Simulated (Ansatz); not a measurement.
We consider rutile SnO₂, described by r²SCAN (plane waves, PAW; Ansatz, a quantum-chemistry and plane-wave program).

Numerical settings: plane-wave cutoff 500 eV, 8×8×10 k mesh (along the axes of the cell as run), gaussian smearing 0.02 eV, scalar-relativistic PAW data made under PBE.

Cell (relaxed at this level):

SnO$_{2}$ is taken in the tetragonal space group P4₂/mnm (No. 136), the rutile structure, Pearson symbol tP6. Lattice parameters: a = b = 4.760 Å, c = 3.201 Å, α = β = γ = 90.00°. Sn on 2a has 6 O at 2.059–2.066 Å (octahedral). O on 4f has 3 Sn at 2.059–2.066 Å (trigonal planar). (Neighbours: up to the widest gap in distance over summed covalent radii, below 1.35, at either atom; cation-cation and far metal-metal contacts left out.)

Problem. Estimate the band gap that the calculation returns.

Solution. 
- band gap: 1.77 eV (on the SCF k mesh)

Measured, for comparison: band gap 3.81 eV (zero-point renormalisation of 215 meV (computed, non-adiabatic AHC, without the lattice-expansion part) added back here to the 1.8 K gap of; inputs from Miglio et al. (2020), arXiv:2011.12765).

Spin–orbit coupling is not included.

Static lattice: no zero-point or thermal effects.
